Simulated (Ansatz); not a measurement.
# C₂H₃N: small, medium and large basis sets

Aim: see how fast density functionals converge with the basis set for C₂H₃N.

Program: Ansatz 0.2.0, Gaussian basis. Level of theory: one geometry, several basis sets. These are calculated values, not measurements.

The runs, in order: PBE0-D4/def2-SVP; ωB97M-V/def2-SVP; PBE0-D4/def2-QZVPP; ωB97M-V/def2-QZVPP; the functionals' def2-TZVPP values are taken from earlier runs.

1 further run of the same task is left out (it didn't finish).

**1. Structure used throughout**

All runs share one geometry, relaxed beforehand with PBE0-D4 in a triple-zeta def2 set.

6 atoms, charge 0, spin multiplicity 1.

Atoms are counted from 1 here; the program's logs count them from 0.

Bond lengths: C1–N2 1.245 Å, C1–C3 1.442 Å, C1–H4 1.082 Å, N2–C3 1.527 Å, C3–H5 1.086 Å, C3–H6 1.086 Å. Angles: N2–C1–C3 68.8°, N2–C1–H4 139.1°, C3–C1–H4 152.1°, C1–N2–C3 61.7°, C1–C3–N2 49.5°, C1–C3–H5 120.6°, C1–C3–H6 120.6°, N2–C3–H5 116.4°, N2–C3–H6 116.4°, H5–C3–H6 115.9°.

**2. PBE0-D4 in def2-SVP**

in.yaml

```yaml
crystal:
  periodic: [false, false, false]
  atoms:
    - {symbol: C, position_ang: [-0.549326, -0.540537, -0.302208]}
    - {symbol: N, position_ang: [0.387364, -1.059539, 0.333681]}
    - {symbol: C, position_ang: [0.374269, 0.459184, 0.174806]}
    - {symbol: H, position_ang: [-1.444628, -0.840926, -0.830995]}
    - {symbol: H, position_ang: [1.122891, 0.881685, -0.489088]}
    - {symbol: H, position_ang: [0.151528, 1.036233, 1.067605]}
basis:
  gaussian: {orbitals: def2-SVP}
hamiltonian: {xc: pbe0, dispersion: d4}
output: {orbitals: {seedname: orbitals}}
```

Run with:

```
ansatz run in.yaml --threads 2 --pin off --events-out ev --progress --plain --max-ram 4352MiB
```

Further steps of the session: ωB97M-V in def2-SVP; PBE0-D4 in def2-QZVPP; ωB97M-V in def2-QZVPP.

Before running them: what should the planned runs give, taken together? Wanted: PBE0-D4: double and triple zeta above quadruple; ωB97M-V: double and triple zeta above quadruple.

As calculated:

```
                                       quantity          value
PBE0-D4: double and triple zeta above quadruple  4.25, 0.20 eV
ωB97M-V: double and triple zeta above quadruple  4.43, 0.19 eV
```

In words: PBE0-D4 gains 4.05 eV from double to triple zeta, then 0.20 eV more. These are total energies; as a rule much of such shifts cancels in differences, which this series doesn't test. The LUMO of ωB97M-V is positive and keeps falling with the basis (2.15 to 1.60 eV): an unbound level that the basis holds in place.
